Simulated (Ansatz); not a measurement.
**CH₅Al (built from SMILES [CH3][AlH2]): a saddle search**

Aim: find the first-order saddle near the start with the program's own search, from a guess of the mode.

Method: PBE0-D4/def2-SVP; program: Ansatz 0.2.0, Gaussian basis.

## Step 1: The system as given

The start, a known saddle point with all atoms moved at random by about 0.06 Å a coordinate: 7 atoms, charge 0, spin multiplicity 1.

Atoms are counted from 1 here; the program's logs count them from 0.

Bond lengths: Al1–C2 2.276 Å, Al1–H3 1.677 Å, Al1–H4 1.653 Å, C2–H5 1.048 Å, C2–H6 1.069 Å, C2–H7 1.098 Å. Angles: C2–Al1–H3 52.0°, C2–Al1–H4 90.0°, H3–Al1–H4 141.8°, Al1–C2–H5 127.9°, Al1–C2–H6 102.3°, Al1–C2–H7 98.5°, H5–C2–H6 115.6°, H5–C2–H7 98.4°, H6–C2–H7 112.6°.

As a file:

```
Al   -0.2185    1.2000    1.0267
C     0.2136   -0.4843   -0.4422
H     1.0375    1.0904   -0.0796
H    -1.6066    0.4344    1.4957
H     0.9212   -0.4983   -1.2157
H     0.2029   -1.3465    0.1901
H    -0.6929   -0.3996   -1.0562
```

## Step 2: The search

Contents of run/in.yaml:

```yaml
crystal:
  periodic: [false, false, false]
  atoms:
    - {symbol: Al, position_ang: [-0.218489, 1.200006, 1.026711]}
    - {symbol: C, position_ang: [0.213614, -0.484299, -0.442197]}
    - {symbol: H, position_ang: [1.037521, 1.090375, -0.079584]}
    - {symbol: H, position_ang: [-1.606604, 0.434359, 1.495692]}
    - {symbol: H, position_ang: [0.921248, -0.498316, -1.215712]}
    - {symbol: H, position_ang: [0.202879, -1.346465, 0.190132]}
    - {symbol: H, position_ang: [-0.692856, -0.399631, -1.056210]}
basis:
  gaussian: {orbitals: def2-SVP}
hamiltonian: {xc: pbe0, dispersion: d4}
saddle:
  f_tol: 0.02
  max_steps: 40
  mode_guess:
    - [-0.0643, 0.3602, 0.3222]
    - [0.1886, 0.1319, -0.0402]
    - [-0.3694, -0.6581, -0.1558]
    - [0.0056, -0.0661, -0.1007]
    - [0.0651, -0.0791, -0.1332]
    - [0.0929, 0.1639, 0.0269]
    - [0.0815, 0.1472, 0.0808]
```

Command:

```sh
$ ansatz run in.yaml --threads 2 --pin off --events-out ev --progress --plain --max-ram 4352MiB
```

The program printed (excerpt; [...] marks lines left out):

```text
Functional definition: PBE0
  name "PBE0"
  cite "Adamo & Barone, J. Chem. Phys. 110, 6158 (1999) doi:10.1063/1.478522"
  cite "Perdew, Burke & Ernzerhof, Phys. Rev. Lett. 77, 3865 (1996) doi:10.1103/PhysRevLett.77.3865"
  parent pbe
[...]
610 factors; integrals over basis functions are off by at most 2.7e-4 eV
[...]
mean field -7704.13432310 eV, -283.1217143242 hartree, gradient 3.6e-5 eV, S^2 0.000000; 0 other end points of the search recorded, 0 dependent functions left out
[...]
reference -7704.13434881 eV, -283.1217152690 hartree; 12, 12 occupied and 45, 45 virtual orbitals, 610 factors
[... from here to the last solve, the lines of the solves are left out (90 solves) ...]
saddle step   1: F+E_penalty+E_count = -7704.20330553 eV  max|allowed force component| = 2.031e0 eV/Å  curvature = -10.8110 eV/Å²  mode residual = 3.45e0 eV/Å²  Δτ_max = 0.0000 Å  (1 rotations, 3 force calls, 55 SCF iters)  cluster: 3 rotations left out, max|force component along them| = [...]
saddle step   3: F+E_penalty+E_count = -7704.43860320 eV  max|allowed force component| = 5.290e-1 eV/Å  curvature = -11.5430 eV/Å²  mode residual = 8.90e-1 eV/Å²  Δτ_max = 0.0782 Å  (1 rotations, 3 force calls, 57 SCF iters)  cluster: 3 rotations left out, max|force component along them| [...]
saddle step   9: F+E_penalty+E_count = -7704.45819379 eV  max|allowed force component| = 1.281e-2 eV/Å  curvature = -11.7717 eV/Å²  mode residual = 1.56e-1 eV/Å²  Δτ_max = 0.0077 Å  (1 rotations, 6 force calls, 90 SCF iters)  cluster: 3 rotations left out, max|force component along them| [...]
saddle step  10: F+E_penalty+E_count = -7704.45829796 eV  max|allowed force component| = 3.080e-3 eV/Å  curvature = -11.7693 eV/Å²  mode residual = 1.88e-1 eV/Å²  Δτ_max = 0.0084 Å  (1 rotations, 7 force calls, 105 SCF iters)  cluster: 3 rotations left out, max|force component along them| [...]
saddle step  11: F+E_penalty+E_count = -7704.45831282 eV  max|allowed force component| = 1.148e-3 eV/Å  curvature = -11.7568 eV/Å² (error put at 0.0015; -11.7583 at half of saddle.amplitude)  mode residual = 1.60e-1 eV/Å²  Δτ_max = 0.0049 Å  (1 rotations, 54 force calls, 757 SCF iters)  [...]
Total energy: -7704.45833843 eV, -283.1336216679 hartree
Atom 0 at    -0.219554     1.194531     1.005162 Å, force    -0.000661    -0.000048     0.000810 eV/Å
Atom 1 at     0.175655    -0.443530    -0.483795 Å, force    -0.000007    -0.000230     0.000057 eV/Å
Atom 2 at     0.953936     1.012413    -0.040156 Å, force     0.001147     0.000267    -0.000785 eV/Å
Atom 3 at    -1.537222     0.476687     1.516052 Å, force    -0.000464    -0.000155    -0.000461 eV/Å
Atom 4 at     1.031966    -0.475721    -1.172140 Å, force     0.000345    -0.000154    -0.000535 eV/Å
Atom 5 at     0.208820    -1.333036     0.168292 Å, force     0.000043     0.000049     0.000079 eV/Å
Atom 6 at    -0.756288    -0.435315    -1.074583 Å, force    -0.000404     0.000272     0.000835 eV/Å
Dipole moment:    -0.041607    -0.134522    -0.064662 e Å
```

It took 47 s on 2 threads of Intel Xeon Platinum 8375C at 2.90GHz, shared host.

Step by step: (the energy doesn't fall at every step)

| step | energy from step 1 (eV) | largest force component (eV/Å) |
| --- | --- | --- |
| 1 | 0.0000 | 2.0309 |
| 2 | -0.2760 | 0.8171 |
| 3 | -0.2353 | 0.5290 |
| 4 | -0.2435 | 0.3882 |
| 5 | -0.2532 | 0.0755 |
| 6 | -0.2530 | 0.1578 |
| 7 | -0.2545 | 0.0500 |
| 8 | -0.2547 | 0.0398 |
| 9 | -0.2549 | 0.0128 |
| 10 | -0.2550 | 0.0031 |
| 11 | -0.2550 | 0.0011 |

Close pairs (by a distance rule), those that changed most:

| bond | before (Å) | after (Å) | change (Å) |
| --- | --- | --- | --- |
| Al1–H3 | 1.677 | 1.582 | -0.095 |
| Al1–H4 | 1.653 | 1.585 | -0.068 |
| C2–H5 | 1.048 | 1.099 | +0.051 |
| C2–H6 | 1.069 | 1.103 | +0.034 |
| Al1–C2 | 2.276 | 2.249 | -0.028 |
| C2–H7 | 1.098 | 1.103 | +0.005 |

## Step 3: Outcome

```
                  quantity          value
                     steps             11
             energy change  -5.9 kcal/mol
        last largest force    0.0011 eV/Å
       RMSD from the start        0.083 Å
RMSD from the known saddle        0.011 Å
```

It converged in 11 steps at a force tolerance of 0.02 eV/Å. It is back at the known saddle, up to the shift that another level brings.
